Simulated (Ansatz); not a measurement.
in.yaml

```yaml
crystal:
  periodic: [false, false, false]
  atoms:
    - {symbol: Si, position_ang: [0.000000, 0.000000, 2.088600]}
    - {symbol: Al, position_ang: [0.000000, 0.000000, -0.244867]}
    - {symbol: H, position_ang: [0.000000, 0.000000, -1.843733]}
basis:
  gaussian: {orbitals: "6-31G*"}
total_charge: 1
magnetization: {spin_polarized: false, initial_magnetization: 1}
correlation: {method: ccsd(t), electrons: valence}
scf: {lower_state_search: off}
```

```sh
$ ansatz run in.yaml --threads 1 --pin off --events-out ev --progress --plain --max-ram 2393MiB
```

(1) One thing in this input was set wrong on purpose, beside settings that are merely unusual. What is the gravest fault, and what does the program do?

Results:

(1) A method name that the input doesn't accept. How the run ends: refused.
```
Error: YAML parse error: error: line 11 column 23: unknown variant `ccsd(t)`, expected one of mp2, rpa, ccsd, ccsd_t, bccd, bccd_t, ccsdt, ccsdt_q, ccsdt_q_b, ccsdtq, fci, sc_nevpt2, fic_nevpt4_sd, fic_mrcisd_q, fic_mrcisd_q_relaxed
  --> <input>:11:23
   |
 9 | total_charge: 1
10 | magnetization: {spin_polarized: false, initial_magnetization: 1}
11 | correlation: {method: ccsd(t), electrons: valence}
   |                       ^ unknown variant `ccsd(t)`, expected one of mp2, rpa, ccsd, ccsd_t, bccd, bccd_t, ccsdt, ccsdt_q, ccsdt_q_b, ccsdtq, fci, sc_nevpt2, fic_nevpt4_sd, fic_mrcisd_q, fic_mrcisd_q_relaxed
12 | scf: {lower_state_search: off}
   |
```
